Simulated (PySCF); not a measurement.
CH2Cl2, SMILES ClCCl.

Geometry optimised at r2SCAN-D4/def2-TZVP.

The numbers are results of PySCF with PBE0/def2-TZVPD, not measurements.

Isolated molecule, no solvent.

**Question.** Estimate the frontier levels, gap, dipole moment and polarisability. (Estimate from the structure and the level; the computed values follow.)

**Answer.** 
```
Quantity                                                                                                        Value
---------------------------------------------------------------------------------------------  ----------------------
highest occupied level                                                                                       -8.77 eV
lowest empty level                                                                                           -0.49 eV
orbital gap                                                                                                   8.28 eV
dipole moment                                                                                                  1.65 D
quadrupole, principal values (traceless, Buckingham form, about the centre of nuclear charge)   -3.28, 0.42, 2.86 D·Å
mean static polarisability                                                                       43.4 bohr³ (6.43 Å³)
polarisability, principal values                                                               35.4, 39.5, 55.4 bohr³
```
